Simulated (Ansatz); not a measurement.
Input file for `N/C=C(\N)F`:

```yaml
crystal:
  periodic: [false, false, false]
  atoms:
    - {symbol: N, position_ang: [-1.565994, -0.507005, -0.127781]}
    - {symbol: C, position_ang: [-0.289725, -0.624667, -0.664683]}
    - {symbol: C, position_ang: [0.789395, -0.042670, -0.154126]}
    - {symbol: N, position_ang: [0.783757, 0.816723, 0.937401]}
    - {symbol: F, position_ang: [2.009169, -0.317615, -0.699403]}
    - {symbol: H, position_ang: [-2.294798, -0.439844, -0.821750]}
    - {symbol: H, position_ang: [-1.623984, 0.243968, 0.546752]}
    - {symbol: H, position_ang: [-0.176964, -1.296286, -1.507097]}
    - {symbol: H, position_ang: [1.231994, 1.702338, 0.734871]}
    - {symbol: H, position_ang: [1.220150, 0.413762, 1.758715]}
basis:
  gaussian: {orbitals: def2-TZVPP}
correlation: {method: ccsd_t}
```

```sh
$ ansatz run in.yaml --threads 4 --pin off --events-out ev --progress --plain --max-ram 10444MiB
```

Log, shortened:

```
Functional definition: HF
1370 factors; integrals over basis functions are off by at most 8.4e-4 eV
mean field evaluation 1: about -7807.7023 eV, gradient 4.1e1 eV
mean field evaluation 2: about -7807.9556 eV, gradient 4.2e1 eV
mean field evaluation 4: about -7811.6434 eV, gradient 4.0e0 eV
mean field evaluation 8: about -7811.7053 eV, gradient 3.4e-1 eV
mean field evaluation 16: about -7811.7062 eV, gradient 2.8e-6 eV
mean field -7811.70620738 eV, -287.0749081567 hartree, gradient 2.8e-6 eV, S^2 0.000000; 0 other end points of the search recorded, 0 dependent functions left out
5 core orbitals not correlated: weight in the atoms' cores, before any rotation towards them, 1.000 or more for the frozen orbitals, at most 0.000 for the correlated occupied ones
reference -7811.70620738 eV, -287.0749081567 hartree; 15, 15 occupied and 205, 205 virtual orbitals, 1370 factors
second order -26.98577379 eV of doubles, -0.00000000 eV of singles
cycle   1  -26.93542623 eV  change    5.0e-2 eV  update   1.0e-1
cycle   2  -27.51281259 eV  change   -5.8e-1 eV  update   3.2e-2
cycle   3  -27.65692584 eV  change   -1.4e-1 eV  update   1.6e-2
cycle   4  -27.64499970 eV  change    1.2e-2 eV  update   4.1e-3
cycle   5  -27.64313406 eV  change    1.9e-3 eV  update   1.8e-3
cycle   6  -27.64408968 eV  change   -9.6e-4 eV  update   5.2e-4
cycle   7  -27.64378580 eV  change    3.0e-4 eV  update   1.8e-4
cycle   8  -27.64365975 eV  change    1.3e-4 eV  update   7.0e-5
cycle   9  -27.64366732 eV  change   -7.6e-6 eV  update   2.6e-5
perturbative correction -1.10274762 eV, -0.0405252277 hartree
Total energy: -7840.45262233 eV, -288.1313194209 hartree
```

Run time 80 s (4 threads of an Arm Neoverse V2 on a shared host); peak host memory 4 GiB.

MP2 recovers 93.9 % of the CCSD(T) correlation energy and the triples give 3.8 %; T1 = 0.0118.
